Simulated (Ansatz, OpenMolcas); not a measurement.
OCS (carbonyl sulfide): the vertical energy of the triplet above the singlet from total energies

The species is OCS (3 atoms), meant as a singlet with charge 0. As SMILES, `O=C=S`. The shape is that of a PBE0-D4/def2-TZVP optimisation.

```xyz
3

O     0.9220    0.6844    0.5821
C     0.0967    0.0718    0.0611
S    -1.0187   -0.7562   -0.6432
```

Both states at this one shape; open shells run unrestricted unless said. 1 Eh = 27.2114 eV.

| level | program | singlet OCS (Eh) | triplet OCS (Eh) |
| --- | --- | --- | --- |
| HF/STO-3G, open shells restricted | OpenMolcas | -504.402540 | -504.253980 |
| HF/STO-3G | Ansatz | -504.402540 | -504.255392 |
| BHLYP/STO-3G | Ansatz | -505.538093 | -505.357954 |

Q: Work out the vertical gap, second state less first, at each level.

A: 
1. HF/STO-3G, open shells restricted: -504.253980 − (-504.402540) = 0.148560 Eh = 4.04 eV.
2. HF/STO-3G: -504.255392 − (-504.402540) = 0.147148 Eh = 4.00 eV.
3. BHLYP/STO-3G: -505.357954 − (-505.538093) = 0.180139 Eh = 4.90 eV.

No measured value is set beside it here; the levels span 4.00 to 4.90 eV. Hartree–Fock favours the state with fewer electron pairs, since it lacks pair correlation. Minimal sets are far from the basis-set limit.
